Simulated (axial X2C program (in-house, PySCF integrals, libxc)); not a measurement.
**Bond lengths and stretching modes, held linear, of BNC⁻**

Calculated with an in-house all-electron X2C program for linear molecules (integrals from PySCF): two-component X2C with atomic mean-field Coulomb and Gaunt terms, Gaussian nuclei, basis B dyall-v3z, N dyall-av3z, C dyall-v3z with contracted cores. Spin-free rows use the one-electron spin-free X2C Hamiltonian.

Masses B 11.009, N 14.003, C 12.000 u. States: 2c Ω = 1/2 (beyond evenly filled blocks: ω = 1/2); spin-free M_S = 1/2, Λ = 1 (beyond evenly filled blocks: π+α).

PBE0, spin-free: energies above the lowest point

| r(B–N) (Å) | r(N–C) (Å) | E (meV) |
| --- | --- | --- |
| 1.3504 | 1.1827 | 61.03 |
| 1.3504 | 1.2130 | 17.33 |
| 1.3504 | 1.2433 | 39.51 |
| 1.3850 | 1.1827 | 30.58 |
| 1.3850 | 1.2130 | 0.00 |
| 1.3850 | 1.2433 | 34.87 |
| 1.3850 | 1.2737 | 121.87 |
| 1.4196 | 1.1827 | 36.34 |
| 1.4196 | 1.2130 | 18.54 |
| 1.4196 | 1.2433 | 65.99 |
| 1.4543 | 1.2130 | 64.38 |
| 1.4543 | 1.2737 | 235.49 |

Question: Fit a quadratic surface with cubic terms in each bond: where is the minimum, and what are the two stretching wavenumbers?

Answer: At PBE0, spin-free: bonds 1.384 and 1.211 Å; harmonic stretches 1027.5 and 1685.9 cm⁻¹; force constants 4.83, 11.5 and coupling 1.91 mdyn/Å.

The other levels and Hamiltonians give:

| Hamiltonian | level | r(B–N) (Å) | r(N–C) (Å) | lower stretch (cm⁻¹) | upper stretch (cm⁻¹) |
| --- | --- | --- | --- | --- | --- |
| 2c | PBE0 | 1.384 | 1.211 | 1028.0 | 1686.0 |
| 2c | HF | 1.384 | 1.191 | 924.6 | 1586.1 |
| 2c | r2SCAN | 1.388 | 1.216 | 1022.3 | 1700.7 |
| spin-free | HF | 1.384 | 1.191 | 923.6 | 1586.4 |
| spin-free | r2SCAN | 1.388 | 1.216 | 1021.9 | 1700.5 |

Each state is one determinant, the lowest of a limited PBE0 search; the stretches come from a fit to these few points and carry an uncertainty of a few per cent. Other orders of the atoms were not compared. Left out for rough or failed fits: MP2 2c, MP2 spin-free. For an anion the highest level of a functional can be positive, and the basis then holds the extra electron. The molecule was held linear; bending was not examined, so a bent shape may lie lower. Note: functional without a current term on a determinant with orbital currents, of the molecule or an atom.
